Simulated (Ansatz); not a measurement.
**CH₄F₂ (SMILES F.CF): a short trajectory**

Aim: follow the atoms for 40 steps of 1.0 fs with a Langevin thermostat, with velocities drawn for 700 K.

Method: B3LYP-D4/STO-3G; program: Ansatz 0.2.0, Gaussian basis.

## Step 1: The starting structure

The start, a pair relaxed at PBE0-D4: SMILES `F.CF`, 7 atoms, charge 0, spin multiplicity 1.

Atoms are counted from 1 here; the program's logs count them from 0.

Bond lengths: F1–H2 0.931 Å, C3–F4 1.395 Å, C3–H5 1.090 Å, C3–H6 1.090 Å, C3–H7 1.090 Å. Angles: F4–C3–H5 108.1°, F4–C3–H6 108.4°, F4–C3–H7 108.1°, H5–C3–H6 110.7°, H5–C3–H7 110.7°, H6–C3–H7 110.7°.

Geometry (Å):

```mol
CH4F2
  3D, bonds by distance, orders not assigned

  7  5  0  0  0  0  0  0  0  0999 V2000
   -0.3604   -0.2534   -2.3784 F   0  0
    0.1593    0.1162   -1.7007 H   0  0
   -0.0020   -0.0029    0.8695 C   0  0
    0.7799    0.5597   -0.1394 F   0  0
    0.6270   -0.6785    1.4487 H   0  0
   -0.8248   -0.5462    0.4045 H   0  0
   -0.3790    0.8053    1.4958 H   0  0
  1  2  8  0
  3  4  8  0
  3  5  8  0
  3  6  8  0
  3  7  8  0
M  END
```

## Step 2: The run

File md/in.yaml:

```yaml
crystal:
  periodic: [false, false, false]
  atoms:
    - {symbol: F, position_ang: [-0.360399, -0.253442, -2.378365]}
    - {symbol: H, position_ang: [0.159296, 0.116208, -1.700740]}
    - {symbol: C, position_ang: [-0.001987, -0.002884, 0.869480]}
    - {symbol: F, position_ang: [0.779875, 0.559653, -0.139371]}
    - {symbol: H, position_ang: [0.627023, -0.678507, 1.448691]}
    - {symbol: H, position_ang: [-0.824836, -0.546229, 0.404518]}
    - {symbol: H, position_ang: [-0.378972, 0.805302, 1.495786]}
basis:
  gaussian: {orbitals: STO-3G}
hamiltonian: {xc: {name: B3LYP}, dispersion: d4}
md: {n_steps: 40, timestep: 1.0, temperature: 700, ensemble: nvt_langevin, seed: 749, friction: 0.01, initial_velocities: maxwell_boltzmann}
```

Launch:

```sh
$ ansatz run in.yaml --threads 2 --pin off --events-out ev --progress --plain --max-ram 5222MiB
```

What does the calculation give? Wanted: temperature at the start; mean temperature, second half; lowest and highest potential energy, from the first frame; largest change of potential + kinetic.

The runs gave:

| quantity | value |
| --- | --- |
| length | 40 steps, 40.0 fs |
| temperature at the start | 600 K |
| mean temperature, second half | 704 K |
| lowest and highest potential energy, from the first frame | -129 and 320 meV |
| largest change of potential + kinetic | 313.4 meV |

**Reading.** The thermostat trades energy with the molecule, so the sum of potential and kinetic energy isn't conserved: it changes by +283 meV over the run. The temperature runs between 399 and 888 K. No bond breaks or forms, judged by distance. Under Langevin the temperature counts 3N degrees of freedom, more than the drawn velocities fill, so it starts at 600 K, not 700 K.
